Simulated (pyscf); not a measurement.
Thermochemistry of product channels of H₃Ge–SnH₃ + ammonia (NH₃) on the singlet surface, in kcal/mol, from ωB97M-D3(BJ)/def2-TZVP energies (ideal gas, 1 atm, RRHO with modes under 100 cm⁻¹ raised to 100, one conformer, R ln 2 for chiral ones without a mode under 150 cm⁻¹). Single points on ωB97X-D3(BJ)/def2-SVP structures (PySCF, gas phase).

| products | ΔE | ΔH(298 K) | ΔG(298 K) | ΔG(900 K) |
|---|---|---|---|---|
| H₂N–SnH₂–GeH₃ + hydrogen (H₂) | … | +6.1 | +7.2 | +7.6 |
| H₂N–GeH₂–SnH₃ + hydrogen (H₂) | +7.5 | +4.6 | +5.7 | … |

Problem. Fill in the missing entries.

Solution. 
- H₂N–SnH₂–GeH₃ + hydrogen (H₂), ΔE: +8.9
- H₂N–GeH₂–SnH₃ + hydrogen (H₂), ΔG(900 K): +6.3

These are energies of the channels, which say nothing of barriers. Elements up to Kr have no core potential and no relativistic terms here. Elements past Kr carry the def2 core potentials, without spin-orbit coupling.
